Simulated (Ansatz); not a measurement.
Cost and result for the atomization energy of C5H8O, SMILES `C1=COCCC1` (14 atoms, 14 bonds).

```xyz
14

C    -1.2483    0.5412    0.4474
C    -0.8390   -0.3405    1.3564
O     0.2781   -1.0976    1.2714
C     0.8927   -1.0948   -0.0097
C     0.9681    0.2975   -0.6007
C    -0.4374    0.8598   -0.7690
H    -2.1780    1.0656    0.6303
H    -1.3778   -0.5346    2.2767
H     0.3147   -1.7539   -0.6712
H     1.8815   -1.5313    0.1355
H     1.5034    0.2611   -1.5529
H     1.5461    0.9344    0.0757
H    -0.3954    1.9434   -0.9190
H    -0.9087    0.4497   -1.6709
```

Charge 0, multiplicity 1. Geometry: relaxed with PBE0-D4/def2-TZVP. Program: Ansatz. All runs use 4 threads of an Arm Neoverse V2 on a shared host. Times are those of one run each, without the atoms' runs, and a repeat can differ threefold. Electronic energies, without spin–orbit coupling; frozen cores. CCSD(T)/CBS adds CCSD(T) − MP2 in def2-TZVPP to the MP2 limit, and its time is that of the two runs behind it. T1 = 0.012. B3LYP takes the VWN-RPA correlation (the form of Gaussian; ORCA's B3LYP/G). HSE06 is the plane-wave form, built on full-range PBE exchange.

CCSD(T)/CBS is a level of theory with its own doubt, some kJ/mol a heavy atom from the limit and from the frozen cores, so smaller differences don't rank the functionals.

| level | functions | wall time | atomization (kcal/mol) | difference from CCSD(T)/CBS | per bond |
| --- | --- | --- | --- | --- | --- |
| revPBE-D4/def2-TZVPP | 298 | 2.4 s | 1425.0 | 7.1 | 0.5 |
| BLYP-D4/def2-TZVPP | 298 | 2.4 s | 1417.8 | -0.1 | 0.0 |
| PBE-D4/def2-TZVPP (with forces) | 298 | 3 s | 1460.7 | 42.8 | 3.1 |
| PBE0-D4/def2-TZVPP | 298 | 3.1 s | 1435.0 | 17.1 | 1.2 |
| HSE06-D4/def2-TZVPP | 298 | 3.4 s | 1436.1 | 18.2 | 1.3 |
| B3LYP-D4/def2-TZVPP (with forces) | 298 | 5.5 s | 1419.7 | 1.8 | 0.1 |
| r2SCANh-D4/def2-TZVPP | 298 | 5.5 s | 1417.6 | -0.3 | 0.0 |
| B2PLYP/def2-TZVPP | 298 | 6.5 s | 1406.3 | -11.6 | -0.8 |
| PBE-QIDH/def2-TZVPP | 298 | 7 s | 1420.7 | 2.8 | 0.2 |
| CCSD(T)/def2-SVP | 124 | 11 s | 1364.3 | -53.6 | -3.8 |
| MP2/def2-QZVPP | 582 | 33 s | 1430.9 | 13.0 | 0.9 |
| CCSD(T)/def2-TZVPP | 298 | 14 min | 1385.4 | -32.5 | -2.3 |
| CCSD(T)/CBS(def2) | – | 15 min | 1417.9 | 0.0 | 0.0 |

In def2-TZVPP, CCSD(T) changes the Hartree–Fock value by +342.7 kcal/mol (the triples alone add +21.9 kcal/mol) and MP2 by +369.1 kcal/mol; breaking electron pairs costs correlation energy, which Hartree–Fock lacks. Leaving LDA and LC-ωPBE aside and taking each functional with its dispersion term where it has one, the values, not all of them listed here, spread over 83.1 kcal/mol, from BHLYP-D4 to PBE-D4. LDA lies +185.5 kcal/mol from PBE without D4, its usual overbinding. The D4 term adds +11.2 kcal/mol with B3LYP and +5.9 kcal/mol with PBE0; it sums over pairs of atoms, weighted by their polarisabilities, and B3LYP, whose exchange is more repulsive, gets the larger term.
